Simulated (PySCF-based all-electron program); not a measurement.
## Forces on CH3S, doublet by several functionals

Calculated with an in-house all-electron program built on PySCF, in large uncontracted Gaussian sets near the basis limit; the spin-free Dirac equation, no spin–orbit coupling, spin-unrestricted, lowest state found (another of this spin can lie close). Forces are good to about 0.004 eV/Å. Atoms are numbered as listed.

```tsv
atom	x (Å)	y (Å)	z (Å)
C	0.0656	-0.0545	0.0384
S	0.0504	-0.0301	1.8311
H	1.0172	-0.0229	-0.3705
H	-0.5682	0.9611	-0.3681
H	-0.5680	-0.9813	-0.4328
```

PBE forces:

```csv
atom,Fx,Fy,Fz (eV/Å)
C1,-4.790,0.364,-0.863
S2,-0.075,0.002,-0.424
H3,2.011,0.104,-0.878
H4,1.534,-2.450,1.065
H5,1.320,1.980,1.101
```

Problem. What forces does r2SCAN give?

Solution. The forces move by 0.233 eV/Å (r.m.s. over the atoms) from PBE.

```csv
atom,Fx,Fy,Fz (eV/Å)
C1,-4.854,0.382,-1.050
S2,-0.070,0.002,-0.577
H3,1.776,0.095,-0.759
H4,1.678,-2.643,1.169
H5,1.471,2.164,1.218
```
